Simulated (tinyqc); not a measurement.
Inside a calculation. Method: Hueckel theory of the pi electrons with the omega technique, for the molecule C=CC=C[CH2+] (SMILES; centres numbered as the heavy atoms are written). One step of it, computed by the program tinyqc.

Question. Orbitals, round 1. Diagonalise; E = alpha + x beta with beta < 0, so the largest x are filled first; degenerate levels share their electrons. P = sum n_i c_ri c_si; each orbital has its largest coefficient positive (the first on a tie).

Hueckel matrix in units of beta (H = alpha + beta A), order 1C, 2C, 3C, 4C, 5C:
```
[[0.000000, 1.000000, 0.000000, 0.000000, 0.000000],
 [1.000000, 0.000000, 1.000000, 0.000000, 0.000000],
 [0.000000, 1.000000, 0.000000, 1.000000, 0.000000],
 [0.000000, 0.000000, 1.000000, 0.000000, 1.000000],
 [0.000000, 0.000000, 0.000000, 1.000000, 0.000000]]
```

pi electrons, sum of z_r less the charge = 4

Give: x values; occupations; coefficients; charge and bond-order matrix P.

Answer.

x values: [1.7321, 1.0000, 0.0000, -1.0000, -1.7321]

occupations: [2.0000, 2.0000, 0.0000, 0.0000, 0.0000]

coefficients, order 1C, 2C, 3C, 4C, 5C:
```
[[0.2887, 0.5000, 0.5774, 0.5000, 0.2887],
 [0.5000, 0.5000, 0.0000, -0.5000, -0.5000],
 [0.5774, 0.0000, -0.5774, 0.0000, 0.5774],
 [0.5000, -0.5000, 0.0000, 0.5000, -0.5000],
 [0.2887, -0.5000, 0.5774, -0.5000, 0.2887]]
```

charge and bond-order matrix P, order 1C, 2C, 3C, 4C, 5C:
```
[[0.6667, 0.7887, 0.3333, -0.2113, -0.3333],
 [0.7887, 1.0000, 0.5774, 0.0000, -0.2113],
 [0.3333, 0.5774, 0.6667, 0.5774, 0.3333],
 [-0.2113, 0.0000, 0.5774, 1.0000, 0.7887],
 [-0.3333, -0.2113, 0.3333, 0.7887, 0.6667]]
```
